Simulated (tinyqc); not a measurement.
Worked calculation (part 2 of 2): RHF in the sto-3g basis, for H2O, spin multiplicity 1. Computed by tinyqc, a small Python program that keeps every step (integrals from PySCF). Command: `OMP_NUM_THREADS=1 python tinyqc.py 24170 24171 out.jsonl` (the two numbers bound the seeds that draw the settings). One thread of a shared host (Intel(R) Xeon(R) Processor @ 2.60GHz), about 0.06 s of CPU time with the checks.

Geometry (angstrom):
```
atom       x        y       z
O     0.0000   0.0000  0.0000
H     0.0000   0.6480  0.6080
H     0.0000  -0.6680  0.6270
```

## Convergence

Stop when the energy changes by less than 1e-10 hartree and every element of the error matrix X^T (F D S - S D F) X is below 3e-06.

Course of the cycle:
```
iteration  E (hartree)     change  largest element of the error matrix
1           -73.180575          -                             7.26e-01
2           -74.927832  -1.75e+00                             8.81e-02
3           -74.940870  -1.30e-02                             2.10e-02
4           -74.941434  -5.64e-04                             6.98e-03
5           -74.941496  -6.23e-05                             2.45e-03
6           -74.941506  -9.28e-06                             9.19e-04
7           -74.941507  -1.52e-06                             3.59e-04
8           -74.941507  -2.58e-07                             1.44e-04
9           -74.941507  -4.43e-08                             5.84e-05
10          -74.941507  -7.61e-09                             2.39e-05
11          -74.941507  -1.31e-09                             9.87e-06
12          -74.941507  -2.26e-10                             4.08e-06
13          -74.941507  -3.89e-11                             1.69e-06
```

PySCF RHF in the same basis = -74.941507 hartree

Converged in 13 iterations.

## Populations, bond orders and dipole

D after iteration 13:
```
          1O 1s    1O 2s  1O 2px   1O 2py   1O 2pz    2H 1s    3H 1s
1O 1s    2.1072  -0.4501  0.0000   0.0002   0.1066  -0.0269  -0.0247
1O 2s   -0.4501   2.0056  0.0000  -0.0070  -0.6240  -0.0582  -0.0537
1O 2px   0.0000   0.0000  2.0000   0.0000   0.0000   0.0000   0.0000
1O 2py   0.0002  -0.0070  0.0000   0.7843   0.0054   0.5597  -0.5660
1O 2pz   0.1066  -0.6240  0.0000   0.0054   1.1919   0.4551   0.4551
2H 1s   -0.0269  -0.0582  0.0000   0.5597   0.4551   0.5905  -0.2101
3H 1s   -0.0247  -0.0537  0.0000  -0.5660   0.4551  -0.2101   0.6052
```

overlap S:
```
         1O 1s   1O 2s  1O 2px   1O 2py  1O 2pz   2H 1s    3H 1s
1O 1s   1.0000  0.2367  0.0000   0.0000  0.0000  0.0635   0.0595
1O 2s   0.2367  1.0000  0.0000   0.0000  0.0000  0.5208   0.5021
1O 2px  0.0000  0.0000  1.0000   0.0000  0.0000  0.0000   0.0000
1O 2py  0.0000  0.0000  0.0000   1.0000  0.0000  0.3034  -0.2970
1O 2pz  0.0000  0.0000  0.0000   0.0000  1.0000  0.2847   0.2788
2H 1s   0.0635  0.5208  0.0000   0.3034  0.2847  1.0000   0.3318
3H 1s   0.0595  0.5021  0.0000  -0.2970  0.2788  0.3318   1.0000
```

Mulliken: Z minus the diagonal of D S on the atom; Loewdin: the same with S^(1/2) D S^(1/2); Mayer order: 2 sum_s sum (D(s) S)_ij (D(s) S)_ji over the two atoms.

Charges (e):
```
atom  Mulliken  Loewdin
1O     -0.4098  -0.2785
2H      0.2118   0.1424
3H      0.1980   0.1361
```

Mayer bond orders:
```
pair   order
2-1   0.9483
3-1   0.9540
3-2   0.0068
```

dipole moment about the origin, x y z (debye): 0.0000  0.0167  1.8758
